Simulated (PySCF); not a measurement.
**Potential energy of LiMg along the bond**

Set-up: Li def2-SVPD, Mg def2-SVPD; no relativity (PySCF 2.14). Energies in eV from Li + Mg in their ground configurations at the same level. State: ²Σ⁺ (doublet), unpaired electrons σ ↑.

All columns are PBE0. A positive dipole means Li(−)Mg(+).

| R (Å) | E (eV) | μ (D) | Mulliken charge on Li (basis-dependent) | HOMO (eV) | LUMO (eV) | Mayer bond order | ⟨S²⟩ |
| --- | --- | --- | --- | --- | --- | --- | --- |
| 2.680 | -0.180 | -1.17 | 0.20 | -3.40 | -1.47 | 0.75 | 0.77 |
| 2.804 | -0.244 | -1.16 | 0.18 | -3.43 | -1.46 | 0.73 | 0.77 |
| 2.929 | -0.279 | -1.12 | 0.15 | -3.46 | -1.51 | 0.70 | 0.77 |
| 3.022 | -0.291 | -1.09 | 0.14 | -3.48 | -1.53 | 0.67 | 0.77 |
| 3.116 | -0.294 | -1.04 | 0.12 | -3.51 | -1.56 | 0.64 | 0.77 |
| 3.209 | -0.290 | -1.00 | 0.11 | -3.53 | -1.58 | 0.60 | 0.77 |
| 3.334 | -0.277 | -0.94 | 0.09 | -3.55 | -1.61 | 0.55 | 0.76 |
| 3.490 | -0.254 | -0.86 | 0.08 | -3.59 | -1.63 | 0.49 | 0.76 |
| 3.677 | -0.222 | -0.77 | 0.06 | -3.62 | -1.64 | 0.42 | 0.76 |
| 3.926 | -0.177 | -0.67 | 0.05 | -3.67 | -1.64 | 0.33 | 0.76 |

A fit through these points gives, at Re = 3.105 Å, μ = -1.05 D and dμ/dR = 0.474 D/Å; the reduced mass is 5.428 u.

How strong is the fundamental in the double-harmonic approximation, I = 42.26·(dμ/dR)²/μred km/mol?

I = 42.26·(0.474)²/5.428 = 1.75 km/mol at PBE0.

The bond is weak. Basis-set superposition, not corrected here, can be much of De in a small basis, most of all at correlated wavefunction levels. Functionals without a dispersion term scatter widely for such bonds, and LDA overbinds them. The state is the lowest determinant that a PBE0 search found; another state may lie lower at other levels.
